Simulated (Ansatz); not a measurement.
Input file:

```yaml
crystal:
  periodic: [false, false, false]
  atoms:
    - {symbol: C, position_ang: [0.000000, 0.000000, 0.000000]}
    - {symbol: H, position_ang: [0.364650, 0.749992, 0.747980]}
    - {symbol: H, position_ang: [-0.374199, -0.745045, 0.748208]}
    - {symbol: H, position_ang: [-0.362222, 0.746225, -0.752912]}
    - {symbol: H, position_ang: [0.371770, -0.751172, -0.743276]}
basis:
  gaussian: {orbitals: cc-pVDZ}
total_charge: 1
magnetization: {spin_polarized: true, initial_magnetization: 2}
hamiltonian: {xc: hf}
output: {orbitals: {seedname: orbitals}}
```

```sh
$ ansatz run in.yaml --threads 1 --pin off --events-out ev --progress --plain --max-ram 2393MiB
```

(1) One thing in this input was set wrong on purpose, beside settings that are merely unusual. What is the gravest fault, and what does the program do?

## Answers

(1) Multiplicity of wrong parity. How the run ends: refused.
```
Error: a molecule whose nuclei and cores have a total charge of 10 cannot have a net charge of 1 together with 2 unpaired electrons
```
